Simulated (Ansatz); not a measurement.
# Worked example: correlation energy of SiH2, singlet

Geometry: a point of a stretch scan, not a stationary point.

```tsv
atom	x (Å)	y (Å)	z (Å)
Si	0.0000	-0.1011	0.0302
H	0.0000	1.8502	-1.9625
H	0.0000	0.9662	1.1202
```

Basis cc-pVDZ; Ansatz 0.2.0. Correlated methods freeze the noble-gas cores, which leaves 6 electrons in 23 orbitals. R marks a restricted (for open shells ROHF) determinant.

Full CI is exact within this basis and frozen core; it isn't the basis-set limit.

Runs differ by some tens of microhartree through their thresholds, so steps under 0.03 kcal/mol mean nothing.

```tsv
level	total energy (hartree)
RHF	-289.895145
RMP2	-289.992291
RCCSD	-290.037678
RCCSD(T)	-290.044009
RCCSDT	-290.044833
RCCSDT(Q)	-290.045047
RCCSDTQ	-290.045033
full CI	-290.045031
```

What is the correlation energy at full CI, and what share of it do RMP2 and RCCSDT recover?

E(corr) = -290.045031 − (-289.895145) = -0.149886 hartree = -4.079 eV. RMP2: -0.097146 / -0.149886 = 64.81 %. RCCSDT: -0.149688 / -0.149886 = 99.87 %.

By how many kcal/mol does RCCSD(T) miss full CI (1 hartree = 627.509 kcal/mol), and which steps make up the rest?

-290.044009 − (-290.045031) = 0.001022 hartree = 0.64 kcal/mol. Steps: RCCSDT − RCCSD(T) = -0.52, RCCSDT(Q) − RCCSDT = -0.13, RCCSDTQ − RCCSDT(Q) = 0.01, full CI − RCCSDTQ = 0.00 kcal/mol. That is within 1 kcal/mol of the reference in this basis, which itself misses far more of the correlation at the basis-set limit.
